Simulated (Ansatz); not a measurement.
Two shapes of singlet BH₃.

Shape 1:

```xyz
4

B    -0.0327   -0.0105    0.0363
H     1.2172    0.0195   -0.0448
H    -0.5711    1.0270   -0.0339
H    -0.6064   -1.0033   -0.0276
```

Shape 2:

```xyz
4

B     0.0000    0.0000    0.0000
H     1.1100    0.0000    0.0000
H    -0.5550    0.9613    0.0000
H    -0.5550   -0.9613    0.0000
```

Basis set: cc-pVTZ (spherical functions). Correlated methods keep 1 orbital frozen. Charge 0, multiplicity 1.

Computed with Ansatz (development build ahead of 0.2.0); each method stands on the lowest determinant of its kind that the runs found.

(1) Which shape is lower in energy, and by how much in each method?

Results:

(1)

| method | E(2) − E(1) (eV) |
| --- | --- |
| RHF | 0.152 |
| RHF-MP2 | 0.146 |

Shape 1 is lower.
